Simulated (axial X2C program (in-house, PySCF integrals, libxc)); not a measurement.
# Levels of LiNa⁻ by electron attachment to LiNa (EOM-EA-CCSD)

Computed with an axial X2C code built on PySCF integrals: two-component X2C with atomic mean-field Coulomb and Gaunt terms, Gaussian nuclei, basis Na dyall-acv3z, Li dyall-acv3z with contracted cores.

R = 2.685 Å (0.920 times 2.918 Å, the PBE0 minimum at charge 0 for the lowest determinant).

Levels of LiNa⁻ obtained by attaching an electron to LiNa:

| Ω | binding energy (eV) | above lowest (cm⁻¹) | attached spinor | one-particle weight |
| --- | --- | --- | --- | --- |
| 1/2 | 0.240 | 0 | 41% Li pσ, 40% Na pσ, 9% Na sσ | 0.93 |
| 1/2 | -0.119 | 2897 | 66% Na sσ, 15% Li pσ, 14% Li sσ | 0.98 |
| 1/2 | -0.131 | 2996 | 51% Na pπ, 49% Li pπ | 0.97 |
| 3/2 | -0.132 | 2999 | 51% Na pπ, 49% Li pπ | 0.97 |
| 1/2 | -0.230 | 3789 | 64% Na pσ, 27% Li pσ, 7% Li sσ | 0.99 |
| 1/2 | -0.327 | 4572 | 51% Li pπ, 46% Na pπ | 1.00 |
| 3/2 | -0.327 | 4573 | 51% Li pπ, 46% Na pπ | 1.00 |

Negative binding energies belong to unbound states, resonances or levels that the basis set holds; within some tenths of an eV of zero the sign is not settled.

This point took 9.8 s on 1 thread of Arm Neoverse V1, on a shared host.

Reference electrons by ω block (each with its −ω partner): 1/2: 6, 3/2: 1. 10 electrons of LiNa correlated (inner shells frozen), 90 natural virtual spinors (a truncated set); levels can be off by some tenths of an eV. Roots sought by Ω: (1/2: 5, 3/2: 4, 5/2: 2, 7/2: 1); rows need 60 % one-particle weight and stop where some Ω has no more roots. Missing are any skipped roots, higher Ω and states of a further excitation; these come out far too high here and may in truth be low or lowest. T1 of the reference 0.010 (Lee–Taylor). Number of frozen shells: Na 1 s; Li 1 s.
